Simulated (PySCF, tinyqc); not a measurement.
Worked calculation: RHF in the sto-3g basis, for BH, spin multiplicity 1. This run ends on a higher stationary point, not on the lowest solution. The lowest restricted solution is unstable here: a spin-polarised one lies 0.0088 hartree lower (PySCF). Computed by tinyqc, a small Python program that keeps every step (integrals from PySCF). Settings: charge = 0, multiplicity = 1, basis = sto-3g, energy threshold = 1e-09, iteration cap = 53, orthogonalisation = symmetric, start = highest core orbitals, DIIS depth = 0, method = RHF. Command: `OMP_NUM_THREADS=1 python tinyqc.py 27713 27714 out.jsonl` (the two numbers bound the seeds that draw the settings). One thread of a shared host (Intel(R) Xeon(R) Processor @ 2.60GHz), about 0.05 s of CPU time with the checks. Later iterations appear only in the table of the cycle.

## One-electron integrals

Geometry (angstrom):
```
atom       x       y       z
B     0.0000  0.0000  0.0000
H     0.0000  0.0000  1.8290
```

Basis sto-3g: exponents (1/bohr^2) and contraction coefficients of normalised primitives:
```
element  l (shell)  exponent  coefficient
B            s (1)   48.7911       0.1543
B            s (1)    8.8874       0.5353
B            s (1)    2.4053       0.4446
B            s (2)    2.2370      -0.1000
B            s (2)    0.5198       0.3995
B            s (2)    0.1691       0.7001
B            p (3)    2.2370       0.1559
B            p (3)    0.5198       0.6077
B            p (3)    0.1691       0.3920
H            s (1)    3.4253       0.1543
H            s (1)    0.6239       0.5353
H            s (1)    0.1689       0.4446
```

Overlap, kinetic and nuclear-attraction integrals over the contracted functions; the nuclear repulsion is the sum of Za Zb / Rab.

nuclear repulsion = 1.446630 hartree

overlap S, order 1B 1s, 1B 2s, 1B 2px, 1B 2py, 1B 2pz, 2H 1s:
$$\begin{pmatrix}
1.0000 & 0.2693 & 0.0000 & 0.0000 & 0.0000 & 0.0160 \\
0.2693 & 1.0000 & 0.0000 & 0.0000 & 0.0000 & 0.2102 \\
0.0000 & 0.0000 & 1.0000 & 0.0000 & 0.0000 & 0.0000 \\
0.0000 & 0.0000 & 0.0000 & 1.0000 & 0.0000 & 0.0000 \\
0.0000 & 0.0000 & 0.0000 & 0.0000 & 1.0000 & 0.2593 \\
0.0160 & 0.2102 & 0.0000 & 0.0000 & 0.2593 & 1.0000
\end{pmatrix}$$

kinetic energy T (hartree), order 1B 1s, 1B 2s, 1B 2px, 1B 2py, 1B 2pz, 2H 1s:
$$\begin{pmatrix}
10.8263 & -0.0480 & 0.0000 & 0.0000 & 0.0000 & -0.0047 \\
-0.0480 & 0.3592 & 0.0000 & 0.0000 & 0.0000 & -0.0002 \\
0.0000 & 0.0000 & 1.1239 & 0.0000 & 0.0000 & 0.0000 \\
0.0000 & 0.0000 & 0.0000 & 1.1239 & 0.0000 & 0.0000 \\
0.0000 & 0.0000 & 0.0000 & 0.0000 & 1.1239 & 0.0370 \\
-0.0047 & -0.0002 & 0.0000 & 0.0000 & 0.0370 & 0.7600
\end{pmatrix}$$

nuclear attraction V (hartree), order 1B 1s, 1B 2s, 1B 2px, 1B 2py, 1B 2pz, 2H 1s:
$$\begin{pmatrix}
-23.4367 & -3.2173 & 0.0000 & 0.0000 & -0.0079 & -0.1923 \\
-3.2173 & -4.0603 & 0.0000 & 0.0000 & -0.0792 & -0.6400 \\
0.0000 & 0.0000 & -4.0146 & 0.0000 & 0.0000 & 0.0000 \\
0.0000 & 0.0000 & 0.0000 & -4.0146 & 0.0000 & 0.0000 \\
-0.0079 & -0.0792 & 0.0000 & 0.0000 & -4.0606 & -0.7359 \\
-0.1923 & -0.6400 & 0.0000 & 0.0000 & -0.7359 & -2.6719
\end{pmatrix}$$

core Hamiltonian H = T + V (hartree), order 1B 1s, 1B 2s, 1B 2px, 1B 2py, 1B 2pz, 2H 1s:
$$\begin{pmatrix}
-12.6104 & -3.2653 & 0.0000 & 0.0000 & -0.0079 & -0.1971 \\
-3.2653 & -3.7011 & 0.0000 & 0.0000 & -0.0792 & -0.6401 \\
0.0000 & 0.0000 & -2.8907 & 0.0000 & 0.0000 & 0.0000 \\
0.0000 & 0.0000 & 0.0000 & -2.8907 & 0.0000 & 0.0000 \\
-0.0079 & -0.0792 & 0.0000 & 0.0000 & -2.9367 & -0.6989 \\
-0.1971 & -0.6401 & 0.0000 & 0.0000 & -0.6989 & -1.9119
\end{pmatrix}$$

## Two-electron integrals

Functions are numbered as in S; the eight-fold symmetry (ij|kl) = (ji|kl) = (kl|ij) leaves the list below.

Two-electron integrals (ij|kl) in chemists' order, unique and non-zero (hartree):
```
(11|11) 2.9235     (21|11) 0.5184     (21|21) 0.1093     (22|11) 0.7442
(22|21) 0.1932     (22|22) 0.5448     (31|31) 0.0203     (32|31) 0.0300
(32|32) 0.1203     (33|11) 0.7425     (33|21) 0.1932     (33|22) 0.5447
(33|33) 0.5868     (41|41) 0.0203     (42|41) 0.0300     (42|42) 0.1203
(43|43) 0.0316     (44|11) 0.7425     (44|21) 0.1932     (44|22) 0.5447
(44|33) 0.5235     (44|44) 0.5868     (51|51) 0.0203     (52|51) 0.0300
(52|52) 0.1203     (53|53) 0.0316     (54|54) 0.0316     (55|11) 0.7425
(55|21) 0.1932     (55|22) 0.5447     (55|33) 0.5235     (55|44) 0.5235
(55|55) 0.5868     (61|11) 0.0307     (61|21) 0.0064     (61|22) 0.0114
(61|33) 0.0114     (61|44) 0.0114     (61|51) 4.62e-04   (61|52) 0.0009
(61|55) 0.0115     (61|61) 3.92e-04   (62|11) 0.1014     (62|21) 0.0269
(62|22) 0.0874     (62|33) 0.0847     (62|44) 0.0847     (62|51) 0.0029
(62|52) 0.0200     (62|55) 0.0926     (62|61) 0.0017     (62|62) 0.0231
(63|31) 0.0022     (63|32) 0.0114     (63|53) 0.0034     (63|63) 0.0020
(64|41) 0.0022     (64|42) 0.0114     (64|54) 0.0034     (64|64) 0.0020
(65|11) 0.1092     (65|21) 0.0292     (65|22) 0.0998     (65|33) 0.0950
(65|44) 0.0950     (65|51) 0.0047     (65|52) 0.0311     (65|55) 0.1094
(65|61) 0.0019     (65|62) 0.0304     (65|65) 0.0412     (66|11) 0.2890
(66|21) 0.0778     (66|22) 0.2858     (66|33) 0.2725     (66|44) 0.2725
(66|51) 0.0078     (66|52) 0.0748     (66|55) 0.3120     (66|61) 0.0049
(66|62) 0.1081     (66|65) 0.1528     (66|66) 0.7746
```

## Orthogonalisation

S = U s U^T; symmetric (Loewdin) form X = U s^(-1/2) U^T, so that X^T S X = 1.

eigenvalues of S: [0.6178, 0.8131, 1.0000, 1.0000, 1.1718, 1.3973]

X, order 1B 1s, 1B 2s, 1B 2px, 1B 2py, 1B 2pz, 2H 1s:
$$\begin{pmatrix}
1.0292 & -0.1441 & 0.0000 & 0.0000 & -0.0036 & 0.0154 \\
-0.1441 & 1.0482 & 0.0000 & 0.0000 & 0.0232 & -0.1169 \\
0.0000 & 0.0000 & 1.0000 & 0.0000 & 0.0000 & 0.0000 \\
0.0000 & 0.0000 & 0.0000 & 1.0000 & 0.0000 & 0.0000 \\
-0.0036 & 0.0232 & 0.0000 & 0.0000 & 1.0275 & -0.1397 \\
0.0154 & -0.1169 & 0.0000 & 0.0000 & -0.1397 & 1.0460
\end{pmatrix}$$

## Starting guess

The start is the highest orbitals of the core Hamiltonian (a deliberately bad start); D = 2 C_occ C_occ^T.

D at the start, order 1B 1s, 1B 2s, 1B 2px, 1B 2py, 1B 2pz, 2H 1s:
$$\begin{pmatrix}
0.0018 & -0.0109 & 0.0000 & 0.0000 & -0.0121 & 0.0637 \\
-0.0109 & 0.0651 & 0.0000 & 0.0000 & 0.0728 & -0.3817 \\
0.0000 & 0.0000 & 2.0000 & 0.0000 & 0.0000 & 0.0000 \\
0.0000 & 0.0000 & 0.0000 & 2.0000 & 0.0000 & 0.0000 \\
-0.0121 & 0.0728 & 0.0000 & 0.0000 & 0.0814 & -0.4267 \\
0.0637 & -0.3817 & 0.0000 & 0.0000 & -0.4267 & 2.2372
\end{pmatrix}$$

## Iteration 1: building the Fock matrix

J_ij = sum D_kl (ij|kl), K_ij = sum D_kl (ik|jl); F = H + J - 0.5 K; E = tr D H + tr D J / 2 - 0.25 tr D K + E_nn.

Coulomb J (hartree), order 1B 1s, 1B 2s, 1B 2px, 1B 2py, 1B 2pz, 2H 1s:
$$\begin{pmatrix}
3.5529 & 0.9293 & 0.0000 & 0.0000 & 0.0151 & 0.0554 \\
0.9293 & 2.7446 & 0.0000 & 0.0000 & 0.1424 & 0.5530 \\
0.0000 & 0.0000 & 2.7611 & 0.0000 & 0.0000 & 0.0000 \\
0.0000 & 0.0000 & 0.0000 & 2.7611 & 0.0000 & 0.0000 \\
0.0151 & 0.1424 & 0.0000 & 0.0000 & 2.7099 & 0.6830 \\
0.0554 & 0.5530 & 0.0000 & 0.0000 & 0.6830 & 2.6642
\end{pmatrix}$$

exchange K (hartree), order 1B 1s, 1B 2s, 1B 2px, 1B 2py, 1B 2pz, 2H 1s:
$$\begin{pmatrix}
0.0833 & 0.1211 & 0.0000 & 0.0000 & -0.0002 & 0.0059 \\
0.1211 & 0.4939 & 0.0000 & 0.0000 & 0.0172 & 0.1459 \\
0.0000 & 0.0000 & 1.2398 & 0.0000 & 0.0000 & 0.0000 \\
0.0000 & 0.0000 & 0.0000 & 1.2398 & 0.0000 & 0.0000 \\
-0.0002 & 0.0172 & 0.0000 & 0.0000 & 0.1572 & 0.1842 \\
0.0059 & 0.1459 & 0.0000 & 0.0000 & 0.1842 & 1.5380
\end{pmatrix}$$

Fock matrix F (hartree), order 1B 1s, 1B 2s, 1B 2px, 1B 2py, 1B 2pz, 2H 1s:
$$\begin{pmatrix}
-9.0992 & -2.3965 & 0.0000 & 0.0000 & 0.0073 & -0.1446 \\
-2.3965 & -1.2035 & 0.0000 & 0.0000 & 0.0546 & -0.1601 \\
0.0000 & 0.0000 & -0.7495 & 0.0000 & 0.0000 & 0.0000 \\
0.0000 & 0.0000 & 0.0000 & -0.7495 & 0.0000 & 0.0000 \\
0.0073 & 0.0546 & 0.0000 & 0.0000 & -0.3054 & -0.1080 \\
-0.1446 & -0.1601 & 0.0000 & 0.0000 & -0.1080 & -0.0167
\end{pmatrix}$$

total energy of this density = -7.614841 hartree

## Iteration 1: diagonalisation and new density

Diagonalise F' = X^T F X, C = X C', fill 3 alpha and 3 beta electrons from the bottom; D = 2 C_occ C_occ^T. Each column has its largest component positive (the first on a tie).

F' = X^T F X (hartree):
$$\begin{pmatrix}
-8.9569 & -1.0914 & 0.0000 & 0.0000 & -0.0045 & -0.0020 \\
-1.0914 & -0.7501 & 0.0000 & 0.0000 & 0.0675 & -0.0764 \\
0.0000 & 0.0000 & -0.7495 & 0.0000 & 0.0000 & 0.0000 \\
0.0000 & 0.0000 & 0.0000 & -0.7495 & 0.0000 & 0.0000 \\
-0.0045 & 0.0675 & 0.0000 & 0.0000 & -0.2887 & -0.0822 \\
-0.0020 & -0.0764 & 0.0000 & 0.0000 & -0.0822 & 0.0336
\end{pmatrix}$$

orbital energies (hartree): MO1 -9.0996, MO2 -0.7495, MO3 -0.7495, MO4 -0.6264, MO5 -0.3015, MO6 0.0653

coefficients C, order 1B 1s, 1B 2s, 1B 2px, 1B 2py, 1B 2pz, 2H 1s:
$$\begin{pmatrix}
1.0019 & 0.0000 & 0.0000 & -0.2692 & -0.0391 & 0.0510 \\
-0.0072 & 0.0000 & 0.0000 & 1.0229 & 0.1437 & -0.2582 \\
0.0000 & 0.2775 & 0.9607 & 0.0000 & 0.0000 & 0.0000 \\
0.0000 & 0.9607 & -0.2775 & 0.0000 & 0.0000 & 0.0000 \\
-0.0012 & 0.0000 & 0.0000 & -0.1684 & 0.9453 & -0.3922 \\
0.0016 & 0.0000 & 0.0000 & 0.0033 & 0.1286 & 1.0541
\end{pmatrix}$$

D after iteration 1, order 1B 1s, 1B 2s, 1B 2px, 1B 2py, 1B 2pz, 2H 1s:
$$\begin{pmatrix}
2.0076 & -0.0145 & 0.0000 & 0.0000 & -0.0024 & 0.0031 \\
-0.0145 & 0.0001 & 0.0000 & 0.0000 & 0.0000 & 0.0000 \\
0.0000 & 0.0000 & 2.0000 & 0.0000 & 0.0000 & 0.0000 \\
0.0000 & 0.0000 & 0.0000 & 2.0000 & 0.0000 & 0.0000 \\
-0.0024 & 0.0000 & 0.0000 & 0.0000 & 0.0000 & 0.0000 \\
0.0031 & 0.0000 & 0.0000 & 0.0000 & 0.0000 & 0.0000
\end{pmatrix}$$

Within a degenerate level the vectors are fixed only up to a rotation; this is one choice.

## Iteration 2: building the Fock matrix

As before.

Coulomb J (hartree), order 1B 1s, 1B 2s, 1B 2px, 1B 2py, 1B 2pz, 2H 1s:
$$\begin{pmatrix}
8.8245 & 1.8105 & 0.0000 & 0.0000 & -0.0001 & 0.1070 \\
1.8105 & 3.6674 & 0.0000 & 0.0000 & -0.0001 & 0.5416 \\
0.0000 & 0.0000 & 3.7057 & 0.0000 & 0.0000 & 0.0000 \\
0.0000 & 0.0000 & 0.0000 & 3.7057 & 0.0000 & 0.0000 \\
-0.0001 & -0.0001 & 0.0000 & 0.0000 & 3.5792 & 0.5983 \\
0.1070 & 0.5416 & 0.0000 & 0.0000 & 0.5983 & 1.6680
\end{pmatrix}$$

exchange K (hartree), order 1B 1s, 1B 2s, 1B 2px, 1B 2py, 1B 2pz, 2H 1s:
$$\begin{pmatrix}
5.9355 & 1.1487 & 0.0000 & 0.0000 & -0.0015 & 0.0696 \\
1.1487 & 0.6954 & 0.0000 & 0.0000 & -0.0004 & 0.0582 \\
0.0000 & 0.0000 & 1.2766 & 0.0000 & 0.0000 & 0.0000 \\
0.0000 & 0.0000 & 0.0000 & 1.2766 & 0.0000 & 0.0000 \\
-0.0015 & -0.0004 & 0.0000 & 0.0000 & 0.1664 & 0.0146 \\
0.0696 & 0.0582 & 0.0000 & 0.0000 & 0.0146 & 0.0088
\end{pmatrix}$$

Fock matrix F (hartree), order 1B 1s, 1B 2s, 1B 2px, 1B 2py, 1B 2pz, 2H 1s:
$$\begin{pmatrix}
-6.7537 & -2.0290 & 0.0000 & 0.0000 & -0.0072 & -0.1249 \\
-2.0290 & -0.3815 & 0.0000 & 0.0000 & -0.0792 & -0.1276 \\
0.0000 & 0.0000 & 0.1767 & 0.0000 & 0.0000 & 0.0000 \\
0.0000 & 0.0000 & 0.0000 & 0.1767 & 0.0000 & 0.0000 \\
-0.0072 & -0.0792 & 0.0000 & 0.0000 & 0.5593 & -0.1079 \\
-0.1249 & -0.1276 & 0.0000 & 0.0000 & -0.1079 & -0.2484
\end{pmatrix}$$

total energy of this density = -23.343724 hartree

## Iteration 2: diagonalisation and new density

As before.

F' = X^T F X (hartree):
$$\begin{pmatrix}
-6.5638 & -1.1598 & 0.0000 & 0.0000 & -0.0073 & 0.0164 \\
-1.1598 & 0.0745 & 0.0000 & 0.0000 & -0.0436 & -0.0920 \\
0.0000 & 0.0000 & 0.1767 & 0.0000 & 0.0000 & 0.0000 \\
0.0000 & 0.0000 & 0.0000 & 0.1767 & 0.0000 & 0.0000 \\
-0.0073 & -0.0436 & 0.0000 & 0.0000 & 0.6137 & -0.1570 \\
0.0164 & -0.0920 & 0.0000 & 0.0000 & -0.1570 & -0.2042
\end{pmatrix}$$

orbital energies (hartree): MO1 -6.7606, MO2 -0.2522, MO3 0.1767, MO4 0.1767, MO5 0.2886, MO6 0.6444

coefficients C, order 1B 1s, 1B 2s, 1B 2px, 1B 2py, 1B 2pz, 2H 1s:
$$\begin{pmatrix}
0.9906 & -0.0448 & 0.0000 & 0.0000 & -0.3113 & 0.0127 \\
0.0333 & 0.0891 & 0.0000 & 0.0000 & 1.0602 & -0.0270 \\
0.0000 & 0.0000 & 0.0558 & 0.9984 & 0.0000 & 0.0000 \\
0.0000 & 0.0000 & 0.9984 & -0.0558 & 0.0000 & 0.0000 \\
0.0024 & 0.0586 & 0.0000 & 0.0000 & 0.0825 & 1.0323 \\
-0.0047 & 0.9617 & 0.0000 & 0.0000 & -0.3247 & -0.3119
\end{pmatrix}$$

D after iteration 2, order 1B 1s, 1B 2s, 1B 2px, 1B 2py, 1B 2pz, 2H 1s:
$$\begin{pmatrix}
1.9666 & 0.0580 & 0.0000 & 0.0000 & -0.0005 & -0.0955 \\
0.0580 & 0.0181 & 0.0000 & 0.0000 & 0.0106 & 0.1711 \\
0.0000 & 0.0000 & 0.0062 & 0.1115 & 0.0000 & 0.0000 \\
0.0000 & 0.0000 & 0.1115 & 1.9938 & 0.0000 & 0.0000 \\
-0.0005 & 0.0106 & 0.0000 & 0.0000 & 0.0069 & 0.1128 \\
-0.0955 & 0.1711 & 0.0000 & 0.0000 & 0.1128 & 1.8498
\end{pmatrix}$$

Within a degenerate level the vectors are fixed only up to a rotation; this is one choice.

## Iteration 3: building the Fock matrix

As before.

Coulomb J (hartree), order 1B 1s, 1B 2s, 1B 2px, 1B 2py, 1B 2pz, 2H 1s:
$$\begin{pmatrix}
7.9013 & 1.5819 & 0.0000 & 0.0000 & 0.0170 & 0.0942 \\
1.5819 & 3.1679 & 0.0000 & 0.0000 & 0.1545 & 0.5889 \\
0.0000 & 0.0000 & 3.0958 & 0.0071 & 0.0000 & 0.0000 \\
0.0000 & 0.0000 & 0.0071 & 3.2215 & 0.0000 & 0.0000 \\
0.0170 & 0.1545 & 0.0000 & 0.0000 & 3.1749 & 0.7131 \\
0.0942 & 0.5889 & 0.0000 & 0.0000 & 0.7131 & 2.6347
\end{pmatrix}$$

exchange K (hartree), order 1B 1s, 1B 2s, 1B 2px, 1B 2py, 1B 2pz, 2H 1s:
$$\begin{pmatrix}
5.8494 & 1.1325 & 0.0000 & 0.0000 & 0.0020 & 0.0680 \\
1.1325 & 0.5606 & 0.0000 & 0.0000 & 0.0945 & 0.2978 \\
0.0000 & 0.0000 & 0.1204 & 0.0619 & 0.0000 & 0.0000 \\
0.0000 & 0.0000 & 0.0619 & 1.2238 & 0.0000 & 0.0000 \\
0.0020 & 0.0945 & 0.0000 & 0.0000 & 0.2234 & 0.3499 \\
0.0680 & 0.2978 & 0.0000 & 0.0000 & 0.3499 & 1.5097
\end{pmatrix}$$

Fock matrix F (hartree), order 1B 1s, 1B 2s, 1B 2px, 1B 2py, 1B 2pz, 2H 1s:
$$\begin{pmatrix}
-7.6339 & -2.2496 & 0.0000 & 0.0000 & 0.0081 & -0.1369 \\
-2.2496 & -0.8136 & 0.0000 & 0.0000 & 0.0280 & -0.2001 \\
0.0000 & 0.0000 & 0.1448 & -0.0239 & 0.0000 & 0.0000 \\
0.0000 & 0.0000 & -0.0239 & -0.2811 & 0.0000 & 0.0000 \\
0.0081 & 0.0280 & 0.0000 & 0.0000 & 0.1265 & -0.1607 \\
-0.1369 & -0.2001 & 0.0000 & 0.0000 & -0.1607 & -0.0321
\end{pmatrix}$$

total energy of this density = -24.010873 hartree

## Iteration 3: diagonalisation and new density

As before.

F' = X^T F X (hartree):
$$\begin{pmatrix}
-7.4397 & -1.2082 & 0.0000 & 0.0000 & -0.0072 & 0.0239 \\
-1.2082 & -0.3265 & 0.0000 & 0.0000 & 0.0706 & -0.1659 \\
0.0000 & 0.0000 & 0.1448 & -0.0239 & 0.0000 & 0.0000 \\
0.0000 & 0.0000 & -0.0239 & -0.2811 & 0.0000 & 0.0000 \\
-0.0072 & 0.0706 & 0.0000 & 0.0000 & 0.1813 & -0.1990 \\
0.0239 & -0.1659 & 0.0000 & 0.0000 & -0.1990 & 0.0549
\end{pmatrix}$$

orbital energies (hartree): MO1 -7.6393, MO2 -0.2825, MO3 -0.2322, MO4 -0.0357, MO5 0.1462, MO6 0.3771

coefficients C, order 1B 1s, 1B 2s, 1B 2px, 1B 2py, 1B 2pz, 2H 1s:
$$\begin{pmatrix}
0.9920 & 0.0000 & -0.2438 & 0.1601 & 0.0000 & -0.1061 \\
0.0286 & 0.0000 & 0.7963 & -0.5740 & 0.0000 & 0.4115 \\
0.0000 & 0.0558 & 0.0000 & 0.0000 & 0.9984 & 0.0000 \\
0.0000 & 0.9984 & 0.0000 & 0.0000 & -0.0558 & 0.0000 \\
-0.0004 & 0.0000 & 0.0774 & 0.5988 & 0.0000 & 0.8433 \\
-0.0033 & 0.0000 & 0.4788 & 0.5435 & 0.0000 & -0.7765
\end{pmatrix}$$

D after iteration 3, order 1B 1s, 1B 2s, 1B 2px, 1B 2py, 1B 2pz, 2H 1s:
$$\begin{pmatrix}
2.0870 & -0.3316 & 0.0000 & 0.0000 & -0.0384 & -0.2401 \\
-0.3316 & 1.2699 & 0.0000 & 0.0000 & 0.1232 & 0.7624 \\
0.0000 & 0.0000 & 0.0062 & 0.1115 & 0.0000 & 0.0000 \\
0.0000 & 0.0000 & 0.1115 & 1.9938 & 0.0000 & 0.0000 \\
-0.0384 & 0.1232 & 0.0000 & 0.0000 & 0.0120 & 0.0741 \\
-0.2401 & 0.7624 & 0.0000 & 0.0000 & 0.0741 & 0.4585
\end{pmatrix}$$

## Iteration 13 (converged): orbitals

converged F (hartree), order 1B 1s, 1B 2s, 1B 2px, 1B 2py, 1B 2pz, 2H 1s:
$$\begin{pmatrix}
-7.2124 & -2.1325 & 0.0000 & 0.0000 & 0.0146 & -0.1273 \\
-2.1325 & -0.7977 & 0.0000 & 0.0000 & -0.0640 & -0.2863 \\
0.0000 & 0.0000 & 0.3525 & -0.0239 & 0.0000 & 0.0000 \\
0.0000 & 0.0000 & -0.0239 & -0.0734 & 0.0000 & 0.0000 \\
0.0146 & -0.0640 & 0.0000 & 0.0000 & 0.2979 & -0.1726 \\
-0.1273 & -0.2863 & 0.0000 & 0.0000 & -0.1726 & -0.1447
\end{pmatrix}$$

As before.

F' = X^T F X (hartree):
$$\begin{pmatrix}
-7.0272 & -1.1474 & 0.0000 & 0.0000 & 0.0109 & 0.0355 \\
-1.1474 & -0.3201 & 0.0000 & 0.0000 & -0.0131 & -0.2355 \\
0.0000 & 0.0000 & 0.3525 & -0.0239 & 0.0000 & 0.0000 \\
0.0000 & 0.0000 & -0.0239 & -0.0734 & 0.0000 & 0.0000 \\
0.0109 & -0.0131 & 0.0000 & 0.0000 & 0.3596 & -0.2123 \\
0.0355 & -0.2355 & 0.0000 & 0.0000 & -0.2123 & -0.0432
\end{pmatrix}$$

orbital energies (hartree): MO1 -7.2180, MO2 -0.3604, MO3 -0.0748, MO4 0.0840, MO5 0.3539, MO6 0.4636

coefficients C, order 1B 1s, 1B 2s, 1B 2px, 1B 2py, 1B 2pz, 2H 1s:
$$\begin{pmatrix}
0.9916 & -0.2106 & 0.0000 & -0.2222 & 0.0000 & -0.0574 \\
0.0297 & 0.6745 & 0.0000 & 0.7884 & 0.0000 & 0.2375 \\
0.0000 & 0.0000 & 0.0558 & 0.0000 & 0.9984 & 0.0000 \\
0.0000 & 0.0000 & 0.9984 & 0.0000 & -0.0558 & 0.0000 \\
-0.0009 & 0.1414 & 0.0000 & -0.3316 & 0.0000 & 0.9725 \\
-0.0033 & 0.5917 & 0.0000 & -0.6412 & 0.0000 & -0.6053
\end{pmatrix}$$

D after iteration 13, order 1B 1s, 1B 2s, 1B 2px, 1B 2py, 1B 2pz, 2H 1s:
$$\begin{pmatrix}
2.0554 & -0.2251 & 0.0000 & 0.0000 & -0.0614 & -0.2557 \\
-0.2251 & 0.9116 & 0.0000 & 0.0000 & 0.1907 & 0.7979 \\
0.0000 & 0.0000 & 0.0062 & 0.1115 & 0.0000 & 0.0000 \\
0.0000 & 0.0000 & 0.1115 & 1.9938 & 0.0000 & 0.0000 \\
-0.0614 & 0.1907 & 0.0000 & 0.0000 & 0.0400 & 0.1674 \\
-0.2557 & 0.7979 & 0.0000 & 0.0000 & 0.1674 & 0.7001
\end{pmatrix}$$

## Convergence

Stop when the energy changes by less than 1e-09 hartree and every element of the error matrix X^T (F D S - S D F) X is below 9e-06.

Course of the cycle:
```
iteration  E (hartree)     change  largest element of the error matrix
1            -7.614841          -                             1.32e-01
2           -23.343724  -1.57e+01                             5.36e-01
3           -24.010873  -6.67e-01                             3.19e-01
4           -24.303610  -2.93e-01                             1.39e-01
5           -24.328151  -2.45e-02                             2.44e-02
6           -24.329166  -1.02e-03                             5.00e-03
7           -24.329231  -6.55e-05                             2.01e-03
8           -24.329238  -7.11e-06                             6.42e-04
9           -24.329239  -8.59e-07                             2.33e-04
10          -24.329239  -1.06e-07                             8.11e-05
11          -24.329239  -1.31e-08                             2.87e-05
12          -24.329239  -1.62e-09                             1.01e-05
13          -24.329239  -2.01e-10                             3.54e-06
```

PySCF RHF in the same basis = -24.651063 hartree

Converged in 13 iterations. But the solution lies 0.32182 hartree above the reference: it is another stationary point, not the lowest restricted one. Reruns (cap 100 unless said): DIIS 8: converged in 18 to a higher stationary point; damping 0.5: converged in 36 to a higher stationary point; level shift 0.5: converged in 8 to a higher stationary point; atomic densities as start, DIIS 8: converged in 7.

## Populations, bond orders and dipole

Mulliken: Z minus the diagonal of D S on the atom; Loewdin: the same with S^(1/2) D S^(1/2); Mayer order: 2 sum_s sum (D(s) S)_ij (D(s) S)_ji over the two atoms.

Charges (e):
```
atom  Mulliken  Loewdin
1B     -0.0928  -0.0920
2H      0.0928   0.0920
```

Mayer bond orders:
```
pair   order
2-1   0.9914
```

dipole moment about the origin, x y z (debye): [0.0000, 0.0000, -0.4418]
